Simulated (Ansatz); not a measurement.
## What a trial cell of Sc₃Cu relaxes into

Computed with DFT PBE, scalar-relativistic, plane waves, PAW (Ansatz 0.2.0). Cutoff 420 eV, Γ-centred k mesh, Gaussian smearing, no spin polarisation in the final step.

The start puts Sc₃Cu on the TiAl3 (D0_22) structure type (I4/mmm, No. 139), with Cu in place of Ti, Sc in place of Al, at a guessed volume.

```
Sc Cu
1.0
    -1.99552    1.99552    4.45753
     1.99552   -1.99552    4.45753
     1.99552    1.99552   -4.45753
Sc Cu
3 1
Cartesian
  0.0000 0.0000 4.4575
  1.9955 0.0000 2.2288
  0.0000 1.9955 2.2288
  0.0000 0.0000 0.0000
```

Steps on the 6×6×6 mesh (4 atoms). 6 of 6 steps are shown, and the free energy counts from the last. Trial steps that were taken back and renewals of the plane-wave basis can be among the rows.

| step | ΔF (meV/atom) | V (Å³/atom) | P (GPa) |
| --- | --- | --- | --- |
| 1 | 101.2 | 17.75 | 11.86 |
| 2 | 5.3 | 20.26 | 1.38 |
| 3 | 2.7 | 20.67 | 0.18 |
| 4 | 1.8 | 20.84 | -0.30 |
| 5 | 0.9 | 20.79 | -0.15 |
| 6 | 0.0 | 20.79 | -0.09 |

A final relaxation ran on a 16×16×16 mesh. The relaxed crystal, I4/mmm (No. 139):

```
Sc Cu
1.0
    -2.06475    2.06475    4.86710
     2.06475   -2.06475    4.86710
     2.06475    2.06475   -4.86710
Sc Cu
3 1
Direct
  0.50000 0.50000 0.00000
  0.25000 0.75000 0.50000
  0.75000 0.25000 0.50000
  0.00000 0.00000 0.00000
```

For Sc₃Cu, the volume per atom is 20.75 Å³. The density is 3.97 g/cm³. The energy over the elements is 0.08 eV/atom and the gap on the 16×16×16 mesh is 0 eV (a metal).

The zero of energy is the elements' standard structures at the same level; no fitted shifts are applied.

The final run used a 16×16×16 mesh on its 4-atom cell and 0.10 eV smearing. For metals, differences of a few meV/atom aren't resolved.

Symmetry constrained the relaxation, so the result can be a saddle point.

Cost: 3 runs of about 6.4 core-minutes in all, on Intel Xeon Platinum 8259CL (Skylake/Cascade Lake) (shared hosts).